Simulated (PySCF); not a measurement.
Compound: BFH4Si.
Atom-mapped SMILES: `[F:1][BH:2][SiH3:3]` (hydrogens: H4 on B2; H5, H6, H7 on Si3)

Computed by this run: PySCF 2.14.0, PBE0-D3(BJ)/def2-SVP geometry optimisation, gas phase; density fitting, grid level 1; the optimiser is geomeTRIC in internal coordinates, started from a GFN2-xTB structure with every atom displaced at random (about 0.01 Å).

Step 0: E = -11324.2709 eV
```
atom  x, y, z in Å  |  force x, y, z in eV/Å
F1      1.9293    0.9873   -0.0962    0.000   0.739  -0.088
B2      1.1716   -0.0802    0.0113    0.751  -0.049   0.012
Si3    -0.8158    0.0245   -0.0210   -0.153   0.303   0.165
H4      1.8464   -1.0622    0.1219   -0.130  -0.698   0.077
H5     -1.3931   -0.5144    1.2108   -0.150  -0.311   0.625
H6     -1.3425    1.3858   -0.1702   -0.082   0.568  -0.074
H7     -1.3621   -0.7699   -1.1066   -0.236  -0.551  -0.717
```

Q: Estimate the geometry and energy of step 1. (The exact step hangs on the optimiser's Hessian estimate; all steps are aligned on step 0, rigid shifts and turns removed.)

A: E = -11324.3700 eV, largest force 0.111 eV/Å
```
atom  x, y, z in Å  |  force x, y, z in eV/Å
F1      1.9229    1.0308   -0.1101    0.000  -0.072  -0.002
B2      1.1981   -0.0677    0.0131   -0.060   0.091  -0.023
Si3    -0.8387    0.0352   -0.0162    0.065  -0.077  -0.016
H4      1.8062   -1.1105    0.1326    0.039  -0.023   0.013
H5     -1.3777   -0.5476    1.2581   -0.004   0.035  -0.053
H6     -1.3317    1.4382   -0.1736   -0.042  -0.021   0.005
H7     -1.3452   -0.8074   -1.1539    0.002   0.067   0.077
```

The energy changes by -0.0992 eV. The first-order estimate −F·Δx gives -0.2173 eV and the mean of the old and new forces, exact on a quadratic surface, -0.0998 eV. The step makes an angle of 30° with the force vector and moves no atom by more than 0.064 Å.

The cost below is that of the whole optimisation. Time: 4.5 s; peak memory 0.30 GiB. Hardware: one thread of an Arm Neoverse V2, shared host.
